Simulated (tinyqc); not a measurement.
Extended Hueckel theory, for CO, step by step. One step of it, computed by the program tinyqc.

Question. Mulliken analysis. P = C n C^T; charge = valence electrons (C 4, O 6) minus the sum of (P S)_ii on the atom; overlap population = 2 sum P_ij S_ij between two atoms.

coefficients, order 1C 2s, 1C 2px, 1C 2py, 1C 2pz, 2O 2s, 2O 2px, 2O 2py, 2O 2pz:
$$\begin{pmatrix}
0.321967 & 0.623217 & 0.000000 & 0.000000 & 0.428266 & 0.000000 & 0.000000 & -1.222644 \\
0.000000 & 0.000000 & 0.353416 & -0.176949 & 0.000000 & 0.873697 & 0.424481 & 0.000000 \\
0.000000 & 0.000000 & 0.176949 & 0.353416 & 0.000000 & -0.424481 & 0.873697 & 0.000000 \\
0.121167 & -0.381861 & 0.000000 & 0.000000 & -0.545303 & 0.000000 & 0.000000 & -1.330413 \\
0.751291 & -0.287537 & 0.000000 & 0.000000 & 0.076693 & 0.000000 & 0.000000 & 1.442433 \\
0.000000 & 0.000000 & 0.721809 & -0.361397 & 0.000000 & -0.602122 & -0.292538 & 0.000000 \\
0.000000 & 0.000000 & 0.361397 & 0.721809 & 0.000000 & 0.292538 & -0.602122 & 0.000000 \\
0.037312 & -0.556454 & 0.000000 & 0.000000 & 0.725523 & 0.000000 & 0.000000 & -0.909482
\end{pmatrix}$$

occupations: [2.000000, 2.000000, 2.000000, 2.000000, 2.000000, 0.000000, 0.000000, 0.000000]

overlap S, order 1C 2s, 1C 2px, 1C 2py, 1C 2pz, 2O 2s, 2O 2px, 2O 2py, 2O 2pz:
$$\begin{pmatrix}
1.000000 & 0.000000 & 0.000000 & 0.000000 & 0.473559 & 0.000000 & 0.000000 & -0.349675 \\
0.000000 & 1.000000 & 0.000000 & 0.000000 & 0.000000 & 0.301162 & 0.000000 & 0.000000 \\
0.000000 & 0.000000 & 1.000000 & 0.000000 & 0.000000 & 0.000000 & 0.301162 & 0.000000 \\
0.000000 & 0.000000 & 0.000000 & 1.000000 & 0.536183 & 0.000000 & 0.000000 & -0.275518 \\
0.473559 & 0.000000 & 0.000000 & 0.536183 & 1.000000 & 0.000000 & 0.000000 & 0.000000 \\
0.000000 & 0.301162 & 0.000000 & 0.000000 & 0.000000 & 1.000000 & 0.000000 & 0.000000 \\
0.000000 & 0.000000 & 0.301162 & 0.000000 & 0.000000 & 0.000000 & 1.000000 & 0.000000 \\
-0.349675 & 0.000000 & 0.000000 & -0.275518 & 0.000000 & 0.000000 & 0.000000 & 1.000000
\end{pmatrix}$$

Give: charges; Overlap populations.

Answer.

charges: 1C 0.3479, 2O -0.3479

Overlap populations:
```
pair     value
2-1   1.521193
```
